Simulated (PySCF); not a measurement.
## How methods differ on the electron affinity of Cl

Cl⁻ [Ar] (1S) → Cl [Ne] 3s2 3p5 (2P), as a difference of total energies. All numbers are calculated (PySCF 2.14, the non-relativistic Hamiltonian (point nucleus), in aug-cc-pwCVQZ (10s9p7d5f3g, 134 functions)). Correlated levels: nothing frozen. The calculations carry no spin-orbit coupling.

```
                 method  electron affinity (eV)
                    UHF                   2.368
    MP2 (all electrons)                   3.733
SCS-MP2 (all electrons)                   3.645
   CCSD (all electrons)                   3.506
CCSD(T) (all electrons)                   3.608
```

Problem. How much does correlation contribute at CCSD(T) (all electrons)?

Solution. 3.608 − (2.368) = 1.240 eV, measured against UHF.

The reference lies between the lowest fine-structure levels, while these numbers refer to the centres of the terms.

For comparison: 3.613 eV (measured; photodetachment measurements, as compiled on the Wikipedia data page of electron affinities).
